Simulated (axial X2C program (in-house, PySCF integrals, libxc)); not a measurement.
## Potential curves of MgS, with spin–orbit coupling

All values were computed with an in-house relativistic program for diatomic molecules. Two-component (2c) means X2C with spin–orbit coupling and atomic mean-field two-electron Coulomb and Gaunt terms. Basis: S dyall-av3z [9s8p3d2f], Mg dyall-cv3z [9s8p6d3f] (cores contracted in-house); Gaussian nuclei, density fitting, unrestricted open shells. Masses: S 31.972 u, Mg 23.985 u.

State: Ω = 0 (closed shell). Energies in eV from the fragments at the same level (S + Mg). Fits are polynomials in 1 − R0/R over 0.85 to 1.23 times the lowest point R0.

```csv
R (Å),r2SCAN
1.8618,-1.5138
1.9474,-2.0129
2.0116,-2.2288
2.0758,-2.3409
2.1400,-2.3724
2.2149,-2.3319
2.2898,-2.2299
2.3861,-2.0387
2.5038,-1.7508
2.6750,-1.3013
```

The state is one determinant whose occupation by symmetry is held fixed; it was picked as the lowest of a PBE0 search that is not exhaustive. Closed shells are restricted here (equal orbitals for both partners); the stretched side of such a curve lies too high. De is counted from the lowest determinant-based energies of the atoms at the same level, without counterpoise correction. In 2c an atomic determinant is not the ground J level, so De misses part of the atomic spin–orbit lowering. This holds for r2SCAN. PBE0 can misorder states that lie within some tenths of an eV, so this need not be the ground state of the molecule. The nearest other 2c determinant of the search, Ω = 2, lies 0.46 eV up at the distance of the search. Without a current term, density functionals place determinants with orbital angular momentum somewhat too high.

Problem. Fit the r2SCAN curve near its minimum: give the equilibrium distance, the harmonic wavenumber and the well depth.

Solution. At r2SCAN, 2c: Re = 2.138 Å, ωe ≈ 548 cm⁻¹, De = 2.37 eV to S + Mg; Be follows as 0.269 cm⁻¹.
